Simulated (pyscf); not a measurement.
Thermochemistry of product channels of HO–Mg–O–SiH₃ (SMILES [OH][Mg][O][SiH3]) + NH₃ (SMILES N) on the singlet surface, in eV, from CCSD(T)/def2-TZVPP + ΔMP2(QZVPP) energies (ideal gas, 1 atm, RRHO with modes under 100 cm⁻¹ raised to 100, one conformer, R ln 2 for chiral ones without a mode under 150 cm⁻¹). Optimised with ωB97X-D3(BJ)/def2-SVP in PySCF. MP2 and CC: frozen core, UHF for open shells. ΔMP2 is the change of the MP2 total energy from the triple- to the quadruple-zeta basis.

```tsv
products	ΔE	ΔH(298 K)	ΔG(900 K)	ΔG(1200 K)
H₂N–Mg–OH (SMILES [NH2][Mg][OH]) + HO–SiH₃ (SMILES O[SiH3])	+1.06	+1.01	+0.71	+0.59
HO–Mg–OH (SMILES [OH][Mg][OH]) + H₂N–SiH₃ (SMILES N[SiH3])	+0.86	+0.83	+0.56	+0.45
```

These are energies of the channels, which say nothing of barriers. The CCSD(T) − MP2 part came from Ansatz, without density fitting, on the same reference. The frozen core leaves the outer d or s,p core shells of the metals and heavy elements correlated in the MP2 and CC values, and def2-TZVPP describes them poorly, which can shift differences by a few kcal/mol.
